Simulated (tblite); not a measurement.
Species: C5H10N (doublet state).
Geometry (GFN2-xTB, Å), atoms numbered from 1 in this order:
```xyz
16
C5H10N angstrom
C     -1.621   -1.258   -0.787
C     -0.971   -0.765    0.250
C     -0.089    0.469    0.192
C     -0.441    1.410    1.345
N      1.225   -0.023    0.340
C      1.955   -0.306   -0.823
H     -2.221   -2.149   -0.706
H     -1.599   -0.788   -1.757
H     -0.984   -1.254    1.212
H     -0.254    0.970   -0.781
H     -0.224    0.924    2.292
H     -1.496    1.671    1.305
H      0.155    2.317    1.276
H      2.959    0.118   -0.708
H      1.501    0.064   -1.755
H      2.099   -1.392   -0.907
```

Computed values, GFN2-xTB/tblite, gas phase, harmonic and unscaled. Errors from tens to a few hundred cm⁻¹ against measured bands are possible. One conformer, not necessarily the lowest. Open shells enter through the occupations alone, without spin polarisation, and single modes of such species can be off by tens of per cent.

Harmonic wavenumbers (cm⁻¹): 53.0, 58.7, 92.5, 183.1, 252.0, 285.0, 313.5, 417.0, 522.7, 638.7, 859.9, 882.7, 912.7, 979.2, 1004.7, 1011.5, 1062.0, 1076.7, 1118.4, 1168.7, 1219.9, 1242.1, 1271.6, 1317.2, 1379.1, 1388.7, 1406.1, 1425.2, 1461.3, 1478.8, 1491.4, 1688.2, 2776.7, 2854.3, 2869.4, 2927.7, 3033.7, 3039.2, 3054.8, 3083.7, 3093.7, 3117.2.

A = 4047, B = 3187, C = 1984 MHz; mass 84.081 u (most abundant isotopes); point group C1, symmetry number 1; spin multiplicity 2.

Q: What is the zero-point energy?

A: ½Σν̃ = 29756 cm⁻¹ = 355.97 kJ/mol.

Q: Give the ideal-gas entropy at 500 K and 1 bar in the rigid-rotor, harmonic-oscillator model (classical rotation).

A: Translation 174.87, rotation 119.13, vibration 157.07, spin (R ln 2) 5.76: S = 456.8 J/(mol K).

Q: And Cp and H(500 K) − H(0)?

A: Cp = 185.21 J/(mol K), of which vibrations give 151.95 (their classical limit is 42 R = 349.2); H(500 K) − H(0) = 55.54 kJ/mol without the zero-point energy, 38.91 from vibrations.

Q: Which modes carry the vibrational entropy at 500 K?

A: 53.0 cm⁻¹: 23.96; 58.7 cm⁻¹: 23.11; 92.5 cm⁻¹: 19.34; 183.1 cm⁻¹: 13.74; 252.0 cm⁻¹: 11.17; 285.0 cm⁻¹: 10.19 J/(mol K); the other 36 give 55.56 together.

Q: Blend soft modes into free rotors: weight 1/[1 + (100 cm⁻¹/ν̃)⁴] for the oscillator and the rest for a rotor with moment μB/(μ + B), μ = h/(8π²ν), B = 10⁻⁴⁴ kg m². What vibrational entropy results?

A: 141.25 J/(mol K) in place of 157.07, which changes −T·S at 500 K by +7.91 kJ/mol.

Q: What must be added to the electronic energy to get the Gibbs energy at 500 K and 1 bar?

A: ZPE + [H(500 K) − H(0)] − T·S = 355.97 + 55.54 − 228.42 = 183.09 kJ/mol.

Hindered rotation and anharmonicity are outside this model. Other conformers, if any are populated, would add a mixing term that is left out. The structure is chiral; the term R ln 2 for an equal mix with its mirror image is left out.
